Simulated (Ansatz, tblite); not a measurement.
**CdCl2: rung by rung**

How do method and basis change the picture of CdCl2 (singlet)?

The runs use Ansatz 0.2.0, Gaussian basis; as each input shows.

Plan: GFN1-xTB, GFN2-xTB, PBE-D4/def2-TZVP, r2SCAN-D4/def2-TZVP, PBE-QIDH/def2-TZVP, r2SCAN0-D4/def2-TZVP, revPBE-D4/def2-TZVP, HSE06-D4/def2-TZVP, HF/def2-TZVP, B2PLYP/def2-TZVP, B3LYP-D4/def2-TZVP, PBE-D4/def2-SVP, PBE0-D4/def2-SVP, CCSD(T)/def2-TZVPP, MP2/def2-TZVP, RPA/def2-TZVP.

1 further run of the same task is left out (set aside as unsound or not needed).

## (1) The structure

The singlet was relaxed beforehand with PBE0-D4/def2-TZVP.

3 atoms, charge 0, spin multiplicity 1.

Bond lengths: Cd1–Cl2 2.264 Å, Cd1–Cl3 2.264 Å. Angles: Cl2–Cd1–Cl3 179.9°.

Cd takes a core potential in the def2 sets. No spin-orbit coupling is included.

PBE0-D4/def2-TZVP was run before; its log isn't repeated, and its numbers join the tables.

## (2) GFN1-xTB

Tight binding, by tblite at 300 K electronic temperature and without a spin-polarisation term:

```python
tblite.interface.Calculator('GFN1-xTB', numbers, positions, charge=0, uhf=0).singlepoint()
```

Energy -255.9113 eV, HOMO -12.45 eV, LUMO -7.68 eV; 0.003 s.

## (3) GFN2-xTB

Tight binding, by tblite at 300 K electronic temperature and without a spin-polarisation term:

```python
tblite.interface.Calculator('GFN2-xTB', numbers, positions, charge=0, uhf=0).singlepoint()
```

Energy -265.2253 eV, HOMO -11.83 eV, LUMO -7.75 eV; 0.002 s.

## (4) PBE-D4/def2-TZVP

start.molden holds the orbitals of an earlier run on this state, given as this run's starting guess.

The input, in.yaml:

```yaml
crystal:
  periodic: [false, false, false]
  atoms:
    - {symbol: Cd, position_ang: [-0.000723, -0.000416, -0.000010]}
    - {symbol: Cl, position_ang: [-0.015989, -0.020293, 2.263945]}
    - {symbol: Cl, position_ang: [0.016712, 0.020709, -2.263935]}
basis:
  gaussian: {orbitals: def2-TZVP, initial_orbitals: start.molden}
hamiltonian: {xc: pbe, dispersion: d4}
scf: {omitted_lower_state_checks: [starts]}
output: {orbitals: {seedname: orbitals}}
```

On the command line:

```
> ansatz run in.yaml --threads 4 --pin off --events-out ev --progress --plain --max-ram 3916MiB
```

The runs that follow: r2SCAN-D4/def2-TZVP; PBE-QIDH/def2-TZVP; r2SCAN0-D4/def2-TZVP; revPBE-D4/def2-TZVP; HSE06-D4/def2-TZVP; HF/def2-TZVP; B2PLYP/def2-TZVP; B3LYP-D4/def2-TZVP; PBE-D4/def2-SVP; PBE0-D4/def2-SVP; CCSD(T)/def2-TZVPP; MP2/def2-TZVP; RPA/def2-TZVP.

**Question.** What will the summary of the whole plan be? Wanted: gap in def2-TZVP, named functionals and Hartree-Fock, smallest and largest; correlation energy, CCSD(T)/def2-TZVPP; correlation energy, MP2/def2-TZVP; binding an atom, CCSD(T)/def2-TZVPP; PBE0 total energy, smallest basis above largest.

As calculated:

| quantity | value |
| --- | --- |
| gap in def2-TZVP, named functionals and Hartree-Fock, smallest and largest | 4.45 eV (PBE-D4), 12.96 eV (HF) |
| correlation energy, CCSD(T)/def2-TZVPP | -30.22 eV |
| correlation energy, MP2/def2-TZVP | -23.55 eV |
| binding an atom, CCSD(T)/def2-TZVPP | 1.820 eV |
| PBE0 total energy, smallest basis above largest | 9.72 eV (def2-SVP, def2-TZVP) |

In words: Orbital gaps of the named functionals and Hartree-Fock in def2-TZVP span 4.45 eV (PBE-D4) to 12.96 eV (HF); exact exchange widens it. The functionals in def2-TZVP miss CCSD(T)/def2-TZVPP by -0.016 (B3LYP-D4) to +0.175 eV (PBE-QIDH) an atom. CCSD(T)/def2-TZVPP isn't at the basis-set limit; small misses against it rank nothing.
